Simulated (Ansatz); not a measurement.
Geometry optimisation, RKS PBE/def2-SVP (Ansatz).

Input:

```yaml
crystal:
  periodic: [false, false, false]
  atoms:
    - { symbol: "N", position_ang: [-0.1517, 1.4295, 0.9191] }
    - { symbol: C, position_ang: [0.4011, 0.2229, 0.563] }
    - { symbol: "N", position_ang: [-0.6472, -0.7055, 0.1152] }
    - { symbol: C, position_ang: [0.3921, -1.0887, -0.9312] }
    - { symbol: O, position_ang: [0.8729, 0.2134, -0.8077] }
    - { symbol: H, position_ang: [-0.18604, 1.6323, 1.93779] }
    - { symbol: H, position_ang: [0.3713, 2.25213, 0.52428] }
    - { symbol: H, position_ang: [1.1803, -0.1413, 1.271] }
    - { symbol: H, position_ang: [-1.3869, -0.1794, -0.2328] }
    - { symbol: H, position_ang: [1.0359, -1.8873, -0.6527] }
    - { symbol: H, position_ang: [-0.1427, -1.274, -1.8861] }
basis:
  gaussian: { orbitals: def2-SVP }
hamiltonian:
  xc: pbe
relax:
  f_tol: 0.015
  max_steps: 40
output:
  orbitals: {}
```

Command:

```bash
$ ansatz run input.yaml --threads 2 --pin off --max-ram 3072MiB --backend cpu --events-out ev --progress --plain --runs-dir out
```

Where does it end, and by what steps?

It converged. After 11 steps the energy has fallen by 1.277 eV; H7 moved furthest, 0.91 Å.

```csv
step,energy less start (eV),largest force component (eV/Å),accepted
0,0.0000,5.084,yes
1,-0.9369,1.300,yes
2,-1.0164,0.620,yes
3,-1.0887,0.306,yes
4,-1.1562,0.523,yes
5,-1.1896,1.053,yes
6,-1.2604,0.271,yes
7,-1.2534,0.255,no
8,-1.2742,0.184,yes
9,-1.2764,0.041,yes
10,-1.2765,0.041,yes
11,-1.2766,0.006,yes
```

```xyz
11
Properties=species:S:1:pos:R:3
N -0.160 1.428 0.982
C 0.376 0.138 0.754
N -0.548 -0.840 0.161
C 0.393 -0.950 -0.958
O 1.310 -0.017 -0.368
H 0.460 2.015 1.550
H -0.357 1.916 0.099
H 0.857 -0.207 1.702
H -1.451 -0.414 -0.074
H 0.849 -1.964 -1.066
H 0.009 -0.632 -1.961
```

Time of the run: 14 s on 2 threads of Intel(R) Xeon(R) Platinum 8488C (Sapphire Rapids), with other jobs on the host, peak memory 0.21 GiB.
